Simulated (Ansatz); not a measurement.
# CH5AlO: functionals against CCSD(T) at one geometry

How do the functionals fare away from a minimum? The structure is a structure displaced at random from a GFN2-xTB minimum.

The runs use Ansatz 0.2.0, Gaussian basis; single points in def2-TZVPP.

Cores are frozen in the correlated methods.

### 1 Where the work starts

SMILES `C[O][AlH2]`, 8 atoms, charge 0, spin multiplicity 1.

Atoms are counted from 1 here; the program's logs count them from 0.

Bond lengths: C1–O2 1.482 Å, C1–H4 1.031 Å, C1–H5 1.126 Å, C1–H6 1.184 Å, O2–Al3 1.584 Å, Al3–H7 1.545 Å, Al3–H8 1.519 Å. Angles: O2–C1–H4 105.2°, O2–C1–H5 106.0°, O2–C1–H6 104.9°, H4–C1–H5 115.1°, H4–C1–H6 110.9°, H5–C1–H6 113.7°, C1–O2–Al3 175.2°, O2–Al3–H7 123.6°, O2–Al3–H8 125.5°, H7–Al3–H8 110.6°.

Coordinates:

```
C    -0.5601    1.2369   -0.4906
O     0.0145   -0.0304    0.0193
Al    0.6496   -1.4197    0.4380
H    -1.1585    0.9630   -1.2837
H     0.3177    1.8889   -0.7585
H    -1.2118    1.6583    0.4041
H     2.0545   -1.5629    1.0643
H    -0.0657   -2.7601    0.4159
```

### 2 CCSD(T)/def2-TZVPP

File run/in.yaml:

```yaml
crystal:
  periodic: [false, false, false]
  atoms:
    - {symbol: C, position_ang: [-0.560100, 1.236900, -0.490600]}
    - {symbol: O, position_ang: [0.014500, -0.030400, 0.019300]}
    - {symbol: Al, position_ang: [0.649600, -1.419700, 0.438000]}
    - {symbol: H, position_ang: [-1.158500, 0.963000, -1.283700]}
    - {symbol: H, position_ang: [0.317700, 1.888900, -0.758500]}
    - {symbol: H, position_ang: [-1.211800, 1.658300, 0.404100]}
    - {symbol: H, position_ang: [2.054500, -1.562900, 1.064300]}
    - {symbol: H, position_ang: [-0.065700, -2.760100, 0.415900]}
basis:
  gaussian: {orbitals: def2-TZVPP}
correlation: {method: ccsd_t}
output: {forces: true}
```

The command line of these runs was not kept.

The log of the run, shortened:

```text
Functional definition: HF
  name "HF"
  cite "Fock, Z. Phys. 61, 126 (1930) doi:10.1007/BF01340294"
  parent pbe
[...]
1021 factors; integrals over basis functions are off by at most 1.1e-3 eV
[...]
mean field -9731.33308908 eV, -357.6198948893 hartree, gradient 2.1e-6 eV, S^2 0.000000; 0 other end points of the search recorded, 0 dependent functions left out
7 core orbitals not correlated: weight in the atoms' cores, before any rotation towards them, 1.000 or more for the frozen orbitals, at most 0.000 for the correlated occupied ones
reference -9731.33308908 eV, -357.6198948893 hartree; 9, 9 occupied and 158, 158 virtual orbitals, 1021 factors
second order -13.53481711 eV of doubles, -0.00000000 eV of singles
cycle   1  -13.89949581 eV  change   -3.6e-1 eV  update   8.6e-2
[...]
cycle  10  -14.36812748 eV  change    6.8e-6 eV  update   5.6e-6
perturbative correction -0.47666430 eV, -0.0175170900 hartree
[...]
working
Total energy: -9746.17788087 eV, -358.1654309252 hartree
Atom 0 at    -0.560100     1.236900    -0.490600 Å, force     1.811234    -0.689544     4.316339 eV/Å
Atom 1 at     0.014500    -0.030400     0.019300 Å, force    -1.833762     4.142029    -1.489367 eV/Å
Atom 2 at     0.649600    -1.419700     0.438000 Å, force     1.281823    -2.019832     0.967813 eV/Å
Atom 3 at    -1.158500     0.963000    -1.283700 Å, force    -1.305613    -0.103808    -1.871544 eV/Å
Atom 4 at     0.317700     1.888900    -0.758500 Å, force    -1.236760    -0.372598     0.221542 eV/Å
Atom 5 at    -1.211800     1.658300     0.404100 Å, force     1.404127    -0.483301    -2.032193 eV/Å
Atom 6 at     2.054500    -1.562900     1.064300 Å, force     0.642345     0.264885     0.135375 eV/Å
Atom 7 at    -0.065700    -2.760100     0.415900 Å, force    -0.763394    -0.737832    -0.247965 eV/Å
Dipole moment:    -0.197389     0.403602    -0.222456 e Å
```

Wall time 82 s (4 threads, shared host); peak memory 3 GiB.

### 3 PBE0-D4/def2-TZVPP

Edit run/in.yaml of step 2 so:

```diff
@@ -13,3 +13,3 @@
   gaussian: {orbitals: def2-TZVPP}
-correlation: {method: ccsd_t}
-output: {forces: true}
+hamiltonian: {xc: pbe0, dispersion: d4}
+output: {forces: true, orbitals: {seedname: orbitals}}
```

The log in run was not kept; the run's report gives a total energy of -9757.224123 eV.

Run time: 1.6 s. Hardware: 4 threads, shared host; peak memory 0.31 GiB.

### 4 wB97M-V/def2-TZVPP

Edit run/in.yaml of step 3 so:

```diff
@@ -13,3 +13,3 @@
   gaussian: {orbitals: def2-TZVPP}
-hamiltonian: {xc: pbe0, dispersion: d4}
-output: {forces: true, orbitals: {seedname: orbitals}}
+hamiltonian: {xc: {name: wB97M-V}}
+output: {forces: true}
```

The log of the run, shortened:

```text
Functional definition: wB97M-V
  name "wB97M-V"
  cite "Mardirossian & Head-Gordon, J. Chem. Phys. 144, 214110 (2016) doi:10.1063/1.4952647"
  cite "Becke, J. Chem. Phys. 107, 8554 (1997) doi:10.1063/1.475007"
  cite "Vydrov & Van Voorhis, J. Chem. Phys. 133, 244103 (2010) doi:10.1063/1.3521275"
  # Of w^i u^j: cxij and so on, Table III.
[...]
  gx(w, u) = 1 - cx + cx01*u + cx10*w
  gss(w, u) = css00 + css04*u^4 + css10*w + css20*w^2 + css43*w^4*u^3
  gos(w, u) = cos00 + cos10*w + (cos20 + cos21*u)*w^2 + (cos60 + cos61*u)*w^6
[...]
      + integral(e_c_pw_mod_opposite_spin*gos(b97_w_opposite, b97_u_opposite)) + vv10(b, c)
898 factors; their error is unknown
234 factors; integrals over basis functions are off by at most 1.3e-5 eV
[...]
mean field -9762.06047129 eV, -358.7491053577 hartree, gradient 6.9e-5 eV, S^2 0.000000; 0 other end points of the search recorded, 0 dependent functions left out
[...]
reference -9762.06052504 eV, -358.7491073329 hartree; 16, 16 occupied and 158, 158 virtual orbitals, 898 factors
Total energy: -9762.06052504 eV, -358.7491073329 hartree
Atom 0 at    -0.560100     1.236900    -0.490600 Å, force     1.823413    -0.725868     4.329844 eV/Å
Atom 1 at     0.014500    -0.030400     0.019300 Å, force    -1.828498     4.124065    -1.495272 eV/Å
Atom 2 at     0.649600    -1.419700     0.438000 Å, force     1.285555    -2.042163     0.976583 eV/Å
Atom 3 at    -1.158500     0.963000    -1.283700 Å, force    -1.266929    -0.095073    -1.812687 eV/Å
Atom 4 at     0.317700     1.888900    -0.758500 Å, force    -1.269451    -0.406146     0.231958 eV/Å
Atom 5 at    -1.211800     1.658300     0.404100 Å, force     1.429382    -0.510035    -2.074538 eV/Å
Atom 6 at     2.054500    -1.562900     1.064300 Å, force     0.549595     0.289346     0.093791 eV/Å
Atom 7 at    -0.065700    -2.760100     0.415900 Å, force    -0.723067    -0.634125    -0.249679 eV/Å
Dipole moment:    -0.194420     0.394544    -0.218712 e Å
```

Wall time 4.7 s (4 threads, shared host); peak memory 0.39 GiB.

### 5 r2SCAN-D4/def2-TZVPP

Edit run/in.yaml of step 4 so:

```diff
@@ -13,3 +13,3 @@
   gaussian: {orbitals: def2-TZVPP}
-hamiltonian: {xc: {name: wB97M-V}}
+hamiltonian: {xc: r2scan, dispersion: d4}
 output: {forces: true}
```

The log in run was not kept; the run's report gives a total energy of -9761.480187 eV.

Wall time 2.3 s (4 threads, shared host); peak memory 0.19 GiB.

### 6 PBE-D4/def2-TZVPP

Edit run/in.yaml of step 5 so:

```diff
@@ -13,3 +13,3 @@
   gaussian: {orbitals: def2-TZVPP}
-hamiltonian: {xc: r2scan, dispersion: d4}
+hamiltonian: {xc: pbe, dispersion: d4}
 output: {forces: true}
```

The log in run was not kept; the run's report gives a total energy of -9756.367004 eV.

Wall time 1.1 s (4 threads, shared host); peak memory 0.17 GiB.

### 7 CAM-B3LYP-D4/def2-TZVPP

Edit run/in.yaml of step 6 so:

```diff
@@ -13,3 +13,3 @@
   gaussian: {orbitals: def2-TZVPP}
-hamiltonian: {xc: pbe, dispersion: d4}
+hamiltonian: {xc: {name: CAM-B3LYP}, dispersion: d4}
 output: {forces: true}
```

The log of the run, shortened:

```text
Functional definition: CAM-B3LYP
  name "CAM-B3LYP"
  cite "Yanai, Tew & Handy, Chem. Phys. Lett. 393, 51 (2004) doi:10.1016/j.cplett.2004.06.011"
  cite "Iikura, Tsuneda, Yanai & Hirao, J. Chem. Phys. 115, 3540 (2001) doi:10.1063/1.1383587"
  cite "Becke, Phys. Rev. A 38, 3098 (1988) doi:10.1103/PhysRevA.38.3098"
  cite "Lee, Yang & Parr, Phys. Rev. B 37, 785 (1988) doi:10.1103/PhysRevB.37.785"
  cite "Vosko, Wilk & Nusair, Can. J. Phys. 58, 1200 (1980) doi:10.1139/p80-159"
[...]
  # Exact exchange under (alpha + beta erf(omega r))/r, Becke's under what is left of 1/r.
[...]
914 factors; their error is unknown
245 factors; integrals over basis functions are off by at most 1.8e-5 eV
[...]
mean field -9762.95145767 eV, -358.7818485031 hartree, gradient 1.9e-5 eV, S^2 0.000000; 0 other end points of the search recorded, 0 dependent functions left out
[...]
reference -9762.95159465 eV, -358.7818535370 hartree; 16, 16 occupied and 158, 158 virtual orbitals, 914 factors
Total energy: -9763.03757758 eV, -358.7850133516 hartree
Atom 0 at    -0.560100     1.236900    -0.490600 Å, force     1.860921    -0.818227     4.379603 eV/Å
Atom 1 at     0.014500    -0.030400     0.019300 Å, force    -1.770347     3.994450    -1.473026 eV/Å
Atom 2 at     0.649600    -1.419700     0.438000 Å, force     1.189447    -1.827271     0.918547 eV/Å
Atom 3 at    -1.158500     0.963000    -1.283700 Å, force    -1.263954    -0.093645    -1.815606 eV/Å
Atom 4 at     0.317700     1.888900    -0.758500 Å, force    -1.273303    -0.403484     0.228983 eV/Å
Atom 5 at    -1.211800     1.658300     0.404100 Å, force     1.430829    -0.504799    -2.079519 eV/Å
Atom 6 at     2.054500    -1.562900     1.064300 Å, force     0.559005     0.293222     0.095176 eV/Å
Atom 7 at    -0.065700    -2.760100     0.415900 Å, force    -0.732597    -0.640248    -0.254159 eV/Å
Dipole moment:    -0.193537     0.394281    -0.217531 e Å
```

It took 1.7 s on 4 threads, shared host; peak memory 0.35 GiB.

### 8 HSE06-D4/def2-TZVPP

Edit run/in.yaml of step 7 so:

```diff
@@ -13,3 +13,3 @@
   gaussian: {orbitals: def2-TZVPP}
-hamiltonian: {xc: {name: CAM-B3LYP}, dispersion: d4}
+hamiltonian: {xc: hse06, dispersion: d4}
 output: {forces: true}
```

The log in run was not kept; the run's report gives a total energy of -9756.879545 eV.

It took 1.8 s on 4 threads, shared host; peak memory 0.33 GiB.

### 9 The levels compared

| method | RMS force component (eV/Å) | RMS error against CCSD(T) (eV/Å) | angle to CCSD(T) forces (°) | dipole (D) |
| --- | --- | --- | --- | --- |
| CCSD(T) | 1.668 | reference | reference | 2.41 |
| PBE0-D4 | 1.693 | 0.096 | 3.2 | 2.30 |
| wB97M-V | 1.667 | 0.039 | 1.3 | 2.36 |
| r2SCAN-D4 | 1.632 | 0.052 | 1.3 | 2.36 |
| PBE-D4 | 1.668 | 0.114 | 3.9 | 2.29 |
| CAM-B3LYP-D4 | 1.645 | 0.073 | 2.4 | 2.35 |
| HSE06-D4 | 1.695 | 0.096 | 3.2 | 2.30 |

Energy less the free neutral atoms in their ground states at the same level (atoms from separate runs):

Differences are taken before rounding.

| method | rung | energy less atoms (kcal/mol) | from CCSD(T) (kcal/mol) |
| --- | --- | --- | --- |
| PBE-D4 | GGA | -632.9 | -16.4 |
| r2SCAN-D4 | meta-GGA | -631.3 | -14.9 |
| PBE0-D4 | hybrid | -623.3 | -6.9 |
| HSE06-D4 | screened hybrid | -623.6 | -7.2 |
| CAM-B3LYP-D4 | range-separated hybrid | -635.5 | -19.1 |
| wB97M-V | range-separated hybrid | -632.3 | -15.9 |
| Hartree-Fock | wavefunction | -463.3 | +153.1 |
| MP2 | wavefunction | -622.7 | -6.3 |
| CCSD | wavefunction | -609.2 | +7.2 |
| CCSD(T) | wavefunction | -616.4 | 0 |

What each level took, beside its miss in the forces (shared host):

| method | time | RMS force error (eV/Å) |
| --- | --- | --- |
| CCSD(T) | 82 s | 0 |
| PBE0-D4 | 1.6 s | 0.096 |
| wB97M-V | 4.7 s | 0.039 |
| r2SCAN-D4 | 2.3 s | 0.052 |
| PBE-D4 | 1.1 s | 0.114 |
| CAM-B3LYP-D4 | 1.7 s | 0.073 |
| HSE06-D4 | 1.8 s | 0.096 |

### 10 What came out

```
                                  quantity                                                                                                 value
energy less free atoms, CCSD(T)/def2-TZVPP                                                                                       -616.4 kcal/mol
                       RMS force component                                                                  1.632 to 1.695 eV/Å over the methods
                           RMS force error  PBE0-D4 0.096, wB97M-V 0.039, r2SCAN-D4 0.052, PBE-D4 0.114, CAM-B3LYP-D4 0.073, HSE06-D4 0.096 eV/Å
                    HOMO and LUMO, PBE0-D4                                                                                    -7.53 and -0.57 eV
                             T1 diagnostic                                                                                                 0.012
```

What this shows: Against CCSD(T) the functionals' energies less atoms differ by -19.1 to -6.9 kcal/mol, PBE-D4 by -16.4 kcal/mol. CCSD(T) in triple zeta still lacks some correlation energy of the bonds, so part of these gaps is its own basis error and they don't rank the functionals. The forces of wB97M-V come nearest to CCSD(T), those of PBE-D4 are farthest. Frozen-core CCSD(T) forces in triple zeta carry basis errors of their own, and this is one geometry, so small gaps rank nothing.
